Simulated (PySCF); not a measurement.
SiF⁺, singlet in 6-31G: errors against full CI

Geometry: a PBE0/def2-TZVP stationary point for this spin.

```xyz
2

Si    0.0000    0.0000    0.0000
F     0.0000    0.0000    1.5364
```

Basis 6-31G; PySCF 2.14.0. Only valence electrons are correlated (noble-gas cores frozen), which leaves 10 electrons in 16 orbitals. R marks a restricted (for open shells ROHF) determinant.

Full CI is exact within this basis and frozen core; it isn't the basis-set limit.

The T1 diagnostic (ROHF- or RHF-based CCSD) is 0.0218 and the largest doubles amplitude (ROHF- or RHF-based CCSD) is 0.100.

| level | E − E(full CI) (kcal/mol) | share of correlation (%) | wall time |
| --- | --- | --- | --- |
| RHF | 111.19 | 0.00 | – |
| RMP2 | 7.32 | 93.41 | – |
| RCCSD | 2.88 | 97.41 | – |
| RCCSD(T) | 0.40 | 99.64 | 0.21 s |
| RCCSDT | 0.33 | 99.71 | – |
| RCCSDT(Q) | -0.09 | 100.08 | 1.2 s |

The correlation energy at full CI, counted from RHF, is -4.822 eV. Full CI, over all symmetries tried, took 86 s on 1 thread of Arm Neoverse V2, shared host; the state has 4,777,056 determinants.

Times are those of the correlated step on a shared host, with one SCF added for the restricted CCSD run; they ran on 1 thread of Arm Neoverse V2.

The full-CI state has the irrep A1 of C2v, in the program's axes (one component, if the state is degenerate).

Natural occupations of full CI about the gap: 1.991 1.975 1.972 1.972 1.919 0.050 0.050 0.031 0.011 0.011; effectively unpaired electrons, Σ n²(2−n)², 0.06.
